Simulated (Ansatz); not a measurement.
Input file:

```yaml
crystal:
  periodic: [false, false, false]
  atoms:
    - {symbol: Al, position_ang: [0.000000, -0.123146, 1.229446]}
    - {symbol: P, position_ang: [0.000000, 0.035559, -1.151503]}
    - {symbol: H, position_ang: [0.000000, 2.203760, 2.474368]}
basis:
  gaussian: {orbitals: 6-31G}
magnetization: {spin_polarized: false, initial_magnetization: 3}
correlation: {method: ccsdtq, electrons: outside_noble_gas}
```

```sh
$ ansatz run in.yaml --threads 1 --pin off --events-out ev --progress --plain --max-ram 2393MiB
```

Output:

```
554 factors; integrals over basis functions are off by at most 1.3e-7 eV
mean field evaluation 1: about -15864.2615 eV, gradient 7.6e0 eV
mean field evaluation 2: about -15864.2635 eV, gradient 7.6e0 eV
mean field evaluation 4: about -15865.1931 eV, gradient 1.3e0 eV
mean field evaluation 8: about -15865.2653 eV, gradient 3.2e-1 eV
mean field evaluation 16: about -15865.6662 eV, gradient 2.1e-2 eV
mean field evaluation 32: about -15865.2570 eV, gradient 1.6e-1 eV
mean field evaluation 64: about -15865.1117 eV, gradient 2.4e0 eV
mean field evaluation 96: about -15865.2424 eV, gradient 9.8e-1 eV
mean field evaluation 128: about -15865.0854 eV, gradient 1.3e-2 eV
mean field evaluation 160: about -15865.2201 eV, gradient 7.6e-1 eV
...
cycle  23  -2.80439285 eV  change    7.3e-6 eV  update   8.2e-6
cycle  24  -2.80439277 eV  change    8.0e-8 eV  update   5.9e-6
cycle  25  -2.80439629 eV  change   -3.5e-6 eV  update   4.8e-6
cycle  26  -2.80439859 eV  change   -2.3e-6 eV  update   2.8e-6
cycle  27  -2.80439943 eV  change   -8.4e-7 eV  update   2.1e-6
cycle  28  -2.80439962 eV  change   -1.9e-7 eV  update   1.5e-6
cycle  29  -2.80439921 eV  change    4.1e-7 eV  update   1.2e-6
cycle  30  -2.80439919 eV  change    2.3e-8 eV  update   8.9e-7
cycle  31  -2.80439955 eV  change   -3.6e-7 eV  update   5.8e-7
cycle  32  -2.80440003 eV  change   -4.8e-7 eV  update   4.8e-7
Total energy: -15868.06121124 eV, -583.1404937547 hartree
```

For the same geometry and basis full CI lies 0.1 meV higher.

Ran on 1 thread of Arm Neoverse V2, shared host: 40 s wall, 0.26 GiB peak host memory.
